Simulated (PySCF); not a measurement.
Which basis set comes closest?

Molecule: H3Si(SH), H₄SSi.

Mapped SMILES: `[SiH3:1][SH:2]`. Each H is labelled by its parent atom.

Geometry PBE0-D3(BJ)/def2-SVP throughout; GIAO in PySCF 2.14, gas phase, one conformer, non-relativistic; equivalent atoms averaged; functional PBE0.

Reference values (measured; solution; U. Herzog, Habilitationsschrift, TU Bergakademie Freiberg, 2002/2003): δ(Si1) = -54.1 ppm vs TMS. Computed shifts are taken against TMS, calculated as an isolated molecule at each level.

Task: How do the basis sets STO-3G, 6-31G, pcSseg-0, 6-31G*, def2-SVP, cc-pVDZ, pcSseg-1, aug-cc-pVDZ, 6-311+G(2d,p), def2-TZVP, cc-pVTZ, IGLO-III, pcSseg-2, pcSseg-3 perform against the reference? Times are CPU seconds on shared hosts with different chips, so compare them loosely.

Result: 
| basis set | functions | Si1 | abs. error Si | core-s |
| --- | --- | --- | --- | --- |
| STO-3G | 22 | -49.1 | 5.0 | 0.9 |
| 6-31G | 34 | -29.3 | 24.8 | 1.6 |
| pcSseg-0 | 34 | -84.2 | 30.1 | 1.1 |
| 6-31G* | 44 | -22.0 | 32.1 | 2 |
| def2-SVP | 56 | -50.5 | 3.6 | 1.9 |
| cc-pVDZ | 56 | -45.3 | 8.8 | 2.1 |
| pcSseg-1 | 68 | -52.8 | 1.3 | 3 |
| aug-cc-pVDZ | 90 | -60.0 | 5.9 | 3.5 |
| 6-311+G(2d,p) | 94 | -54.3 | 0.2 | 3.9 |
| def2-TZVP | 98 | -57.2 | 3.1 | 4.3 |
| cc-pVTZ | 124 | -51.9 | 2.2 | 4.9 |
| IGLO-III | 128 | -58.4 | 4.3 | 4.3 |
| pcSseg-2 | 142 | -56.4 | 2.3 | 9.6 |
| pcSseg-3 | 284 | -56.5 | 2.4 | 18 |

For $^{29}$Si the closest is 6-311+G(2d,p) (0.2 ppm) and the furthest 6-31G* (32.1 ppm). Where a smaller basis beats a larger one, errors probably cancel; the largest sets show where the functional converges. One molecule is a small sample, and vibrational and solvent effects are absent from the calculation.

A small basis that lands close on one nucleus may do so by chance; judge by the trend and by all nuclei.
